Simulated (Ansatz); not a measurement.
Process, species as SMILES: [CH] (CH) → C atom + H atom
B3LYP-D3(BJ)/def2-TZVP geometries, fixed; electronic energies without zero-point terms.

Basis-set convergence of the atomisation energy at PBE with Ansatz (a first-principles code). Cartesian d functions, on some or all atoms, in 6-31G*, 6-31+G*; all else is spherical. The program fits the integrals of some runs and decomposes those of others, by size. An unrestricted PBE determinant is markedly spin-contaminated. Open shells are unrestricted. No added dispersion term, no relativity. Functions are those of the species that has most. Reference: the value in aug-cc-pV5Z, 84.84 kcal/mol, itself unsure by roughly 0.04 kcal/mol (its mean distance from pcseg-4, aug-pcseg-3, aug-cc-pVQZ). Deviations are taken from unrounded values.

```csv
basis,functions,atomisation energy (kcal/mol)
6-31G*,17,82.94
6-31+G*,21,83.31
cc-pVDZ,19,82.12
aug-cc-pVDZ,32,82.99
def2-SVP,19,83.80
def2-SVPD,28,84.95
pcseg-1,19,82.41
aug-pcseg-1,32,83.80
6-311G**,24,83.50
6-311+G**,28,83.87
def2-TZVP,37,84.43
def2-TZVPD,46,84.65
cc-pVTZ,44,84.43
aug-cc-pVTZ,69,84.72
pcseg-2,44,84.44
aug-pcseg-2,69,84.71
def2-TZVPP,45,84.65
def2-TZVPPD,54,84.81
cc-pVQZ,85,84.73
aug-cc-pVQZ,126,84.87
def2-QZVPP,87,84.68
def2-QZVPPD,96,84.78
pcseg-3,93,84.76
aug-pcseg-3,134,84.80
cc-pV5Z,146,84.78
aug-cc-pV5Z,207,84.84
```

What the diffuse functions change, pair by pair:
- 6-31G* to 6-31+G*: 4 more functions, deviation -1.90 to -1.53 kcal/mol
- cc-pVDZ to aug-cc-pVDZ: 13 more functions, deviation -2.72 to -1.85 kcal/mol
- def2-SVP to def2-SVPD: 9 more functions, deviation -1.05 to 0.11 kcal/mol
- pcseg-1 to aug-pcseg-1: 13 more functions, deviation -2.44 to -1.04 kcal/mol
- 6-311G** to 6-311+G**: 4 more functions, deviation -1.35 to -0.97 kcal/mol
- def2-TZVP to def2-TZVPD: 9 more functions, deviation -0.41 to -0.19 kcal/mol
- cc-pVTZ to aug-cc-pVTZ: 25 more functions, deviation -0.42 to -0.12 kcal/mol
- pcseg-2 to aug-pcseg-2: 25 more functions, deviation -0.40 to -0.13 kcal/mol
- def2-TZVPP to def2-TZVPPD: 9 more functions, deviation -0.20 to -0.04 kcal/mol
- cc-pVQZ to aug-cc-pVQZ: 41 more functions, deviation -0.11 to 0.03 kcal/mol
- def2-QZVPP to def2-QZVPPD: 9 more functions, deviation -0.17 to -0.06 kcal/mol
- pcseg-3 to aug-pcseg-3: 41 more functions, deviation -0.09 to -0.05 kcal/mol
- cc-pV5Z to aug-cc-pV5Z: 61 more functions, deviation -0.06 to 0.00 kcal/mol

Leaving out the reference's own pair, they bring the value nearer the reference by more than 0.04 kcal/mol in 12 of 12 pairs.
